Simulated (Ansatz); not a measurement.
# CH4Si (SMILES [CH][SiH3]) at UCCSDTQ/STO-3G

Aim: the vertical ionisation energy of CH4Si at UCCSDTQ/STO-3G, from 2 runs. 

The results are computed with Ansatz 0.2.0.

40 further runs of the same task are left out: 40 set aside as unsound or not needed.

## (1) Starting point

CH4Si has 6 atoms, charge 0, and is taken as a triplet. SMILES: `[CH][SiH3]`. The coordinates come from a GFN2-xTB relaxation.

Bond lengths: C1–Si2 1.808 Å, C1–H3 1.070 Å, Si2–H4 1.473 Å, Si2–H5 1.473 Å, Si2–H6 1.464 Å. Angles: C1–Si2–H4 110.4°, C1–Si2–H5 110.4°, C1–Si2–H6 109.0°, Si2–C1–H3 147.9°, H4–Si2–H5 108.7°, H4–Si2–H6 109.2°, H5–Si2–H6 109.2°.

## (2) The energy at UCCSDTQ/STO-3G

input.yaml reads:

```yaml
crystal:
  periodic: [false, false, false]
  atoms:
    - {symbol: C, position_ang: [0.667310, -0.852170, 0.734600]}
    - {symbol: Si, position_ang: [-0.258900, 0.404300, -0.178590]}
    - {symbol: H, position_ang: [1.137890, -1.813490, 0.730980]}
    - {symbol: H, position_ang: [-1.544120, -0.143200, -0.644620]}
    - {symbol: H, position_ang: [0.511450, 0.860970, -1.347520]}
    - {symbol: H, position_ang: [-0.513620, 1.543590, 0.705170]}
basis:
  gaussian:
    orbitals: STO-3G
magnetization:
  spin_polarized: true
  initial_magnetization: 2
correlation:
  method: ccsdtq
  frozen_orbitals: {C: 1, H: 0, Si: 5}
accuracy: high
scf:
  omitted_lower_state_checks: [cluster_reference, increment]
```

The run is started by

```bash
$ ansatz run input.yaml --threads 1 --pin off --max-ram 2610MiB --events-out events.jsonl --progress --plain --runs-dir runs
```

What it wrote, shortened:

```text
Warning: RAYON_NUM_THREADS=1 ignored (pool sized by the plan → 1); use --threads N
Functional definition: HF
  name "HF"
[...]
311 factors; integrals over basis functions are off by at most 7.9e-9 eV
[...]
mean field -8849.88988323 eV, -325.2274545377 hartree, gradient 1.3e-8 eV, S^2 2.031190; 0 other end points of the search recorded, 0 dependent functions left out
6 core orbitals not correlated: weight in the atoms' cores, before any rotation towards them, 1.000 or more for the frozen orbitals, at most 0.000 for the correlated occupied ones
reference -8849.88988323 eV, -325.2274545377 hartree; 7, 5 occupied and 5, 7 virtual orbitals, 311 factors
second order -1.61913535 eV of doubles, -0.00000000 eV of singles
cycle   1  -2.12501707 eV  change   -5.1e-1 eV  update   6.0e-2
[...]
cycle  22  -2.47494959 eV  change  -3.9e-11 eV  update  8.7e-10
Total energy: -8852.36483282 eV, -325.3184072577 hartree
Checks for a lower state left out: cluster_reference, increment
```

Run time: 24 s. Hardware: 1 thread of Arm Neoverse V1, shared host; peak memory 0.22 GiB.

## (3) The doublet cation, same level

in.yaml reads:

```yaml
crystal:
  periodic: [false, false, false]
  atoms:
    - symbol: C
      position_ang: [0.667310, -0.852170, 0.734600]
    - symbol: Si
      position_ang: [-0.258900, 0.404300, -0.178590]
    - symbol: H
      position_ang: [1.137890, -1.813490, 0.730980]
    - symbol: H
      position_ang: [-1.544120, -0.143200, -0.644620]
    - symbol: H
      position_ang: [0.511450, 0.860970, -1.347520]
    - symbol: H
      position_ang: [-0.513620, 1.543590, 0.705170]
basis:
  gaussian:
    orbitals: STO-3G
total_charge: 1
magnetization:
  spin_polarized: true
  initial_magnetization: 1
correlation:
  method: ccsdtq
  frozen_orbitals: {C: 1, H: 0, Si: 5}
accuracy: high
scf:
  omitted_lower_state_checks: [cluster_reference, increment]
```

The run is started by

```bash
$ ansatz run in.yaml --threads 1 --pin off --max-ram 2610MiB --events-out events.jsonl --progress --plain --runs-dir runs
```

What it wrote, shortened:

```text
Warning: RAYON_NUM_THREADS=1 ignored (pool sized by the plan → 1); use --threads N
[... 2 set-up lines as earlier in the session ...]
[...]
311 factors; integrals over basis functions are off by at most 7.9e-9 eV
[...]
mean field -8842.55091261 eV, -324.9577523422 hartree, gradient 6.1e-8 eV, S^2 0.756057; 4 other end points of the search recorded, 0 dependent functions left out
6 core orbitals not correlated: weight in the atoms' cores, before any rotation towards them, 1.000 or more for the frozen orbitals, at most 0.000 for the correlated occupied ones
reference -8842.55091261 eV, -324.9577523422 hartree; 6, 5 occupied and 6, 7 virtual orbitals, 311 factors
second order -1.83094078 eV of doubles, -0.00000000 eV of singles
cycle   1  -2.38632594 eV  change   -5.6e-1 eV  update   7.4e-2
[...]
cycle  39  -2.83596856 eV  change  -1.9e-10 eV  update   1.3e-9
Total energy: -8845.38688117 eV, -325.0619722644 hartree
Checks for a lower state left out: cluster_reference, increment
```

Wall time 24 s (1 thread of Arm Neoverse V1, shared host); peak memory 0.18 GiB.

## (4) Results

At UCCSDTQ/STO-3G, 6 core orbitals frozen:

| quantity | value |
| --- | --- |
| triplet CH4Si: total energy | -325.31841 Eh |
| triplet CH4Si: correlation energy (6 core orbitals frozen) | -91.0 mEh |
| triplet CH4Si: ⟨S²⟩ of the reference determinant | 2.031 |
| triplet CH4Si: T1 diagnostic | 0.007 |
| doublet cation: total energy | -325.06197 Eh |
| doublet cation: correlation energy (6 core orbitals frozen) | -104.2 mEh |
| doublet cation: ⟨S²⟩ of the reference determinant | 0.756 |
| doublet cation: T1 diagnostic | 0.024 |
| vertical ionisation energy (to the doublet cation) | 6.978 eV |

**Reading.** The vertical ionisation energy comes to 6.98 eV (673 kJ/mol). In a minimal basis such a difference can be off by several eV, whatever the method.
